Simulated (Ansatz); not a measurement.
## Pulling the pair apart

The pair of H₂O (SMILES O, atoms 1–3) and CH₆Si (SMILES C[SiH3], atoms 4–11), both closed shells, in one local arrangement (a lower one may exist), relaxed at PBE0-D4/def2-TZVP:

| atom | x (Å) | y (Å) | z (Å) |
| --- | --- | --- | --- |
| O1 | -0.1863 | -0.0962 | -2.4107 |
| H2 | 0.6466 | -0.5685 | -2.3345 |
| H3 | -0.8590 | -0.7557 | -2.2240 |
| C4 | -0.0747 | 1.1631 | 0.8522 |
| Si5 | 0.1590 | -0.6870 | 0.8889 |
| H6 | 0.7926 | 1.6727 | 1.2778 |
| H7 | -0.9557 | 1.4547 | 1.4283 |
| H8 | -0.2048 | 1.4942 | -0.1798 |
| H9 | 1.3610 | -1.0983 | 0.1093 |
| H10 | -1.0186 | -1.3952 | 0.3116 |
| H11 | 0.3397 | -1.1838 | 2.2809 |

CH₆Si is shifted rigidly along the line between the mean atom positions of the two fragments (negative: closer). Counterpoise interaction energies in kJ/mol. Program: Ansatz 0.2.0. Basis: def2-TZVPPD. Cores are frozen in the correlated methods.

```csv
shift (Å),PBE-D4,r2SCAN-D4,MP2
-0.34,-5.3,-5.9,-1.3
-0.17,-8.6,-9.1,-5.3
0.00,-9.6,-10.0,-6.9
0.17,-9.5,-9.7,-7.3
0.40,-8.5,-8.4,-6.7
0.84,-5.8,-5.6,-4.8
1.68,-2.3,-2.3,-2.2
3.37,-0.2,-0.5,-0.6
```

At the largest shift the D4 term itself is slightly repulsive (PBE-D4 +2.7 meV): a quirk of that model, not of the functional.

What does CCSD(T) give at these shifts? (Judge from chemistry; the value comes from the calculation.)

By the calculation: -1.9, -5.9, -7.5, -7.7, -7.0, -5.0, -2.2, -0.6 kJ/mol. For zero shift, CCSD(T) at an estimated basis limit (MP2 extrapolated from triple and quadruple zeta, plus CCSD(T) − MP2 in triple zeta) gives -8.7 kJ/mol. These are counterpoise interaction energies, counted from the two frozen fragments.

No T1 diagnostic of these runs exceeds 0.011.

For scale, one of the runs: CCSD(T)/def2-TZVPPD, 261 basis functions, launched by `ansatz run in.yaml --threads 4 --pin off --events-out ev --progress --plain --max-ram 9574MiB`. Hardware: 4 CPU threads of an Intel Xeon 6975P-C, shared host. Wall time 33 s; peak host memory 6.6 GiB.
